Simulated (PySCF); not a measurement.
Gas-phase reaction: CH3SiH + 2 C2H6 ⇌ CH3SiH3 + C4H10 (isobutane)

Computed with PySCF (xtb for GFN2) and rigid-rotor harmonic-oscillator thermochemistry at 1 bar. † marks an energy on the PBE0/def2-TZVP geometry and frequencies; other levels use their own. MP2 freezes the core. All species are closed-shell singlets. B3LYP is the form with VWN-RPA correlation. CH3SiH: computed as isolated molecules; such fragments, hydroxides, amides, oligomers or adducts are transient or little studied in the gas. MP2 isn't extrapolated to the basis-set limit; its ΔH°(298 K) is -217.2 kJ in def2-SVP and -218.1 kJ in def2-TZVPP. The harmonic model lacks anharmonicity and excited electronic states, which grow with temperature; levels with a mode under 35 cm⁻¹ are left out. Internal rotation in CH3SiH, C2H6, CH3SiH3, C4H10 (isobutane) is treated as a harmonic vibration of one conformer, which makes the entropy rough.

| level | ΔE electronic, kJ | ΔH°(298 K), kJ | ΔS°(298 K), J/K | ΔG°(1800 K), kJ |
|---|---|---|---|---|
| B3LYP/def2-TZVP† | -176 | -178 | -168 | 103 |
| BLYP/def2-TZVP† | -159 | -161 | -168 | 120 |
| GFN2-xTB | -218 | -223 | -160 | 38 |
| HF/def2-TZVP† | -182 | -184 | -168 | 97 |
| MP2/def2-SVP† | -215 | -217 | -168 | 64 |
| MP2/def2-TZVPP† | -216 | -218 | -168 | 63 |
| PBE/def2-SVP | -196 | -198 | -170 | 86 |
| PBE0/def2-TZVP | -199 | -201 | -168 | 80 |
| r2SCAN/def2-TZVP† | -212 | -214 | -168 | 67 |
| LDA/def2-TZVP† | -232 | -234 | -168 | 47 |
| ωB97M-V/def2-TZVP† | -197 | -199 | -168 | 82 |
ΔH° is lowest at LDA/def2-TZVP† and highest at BLYP/def2-TZVP†. No reference value is set beside these.
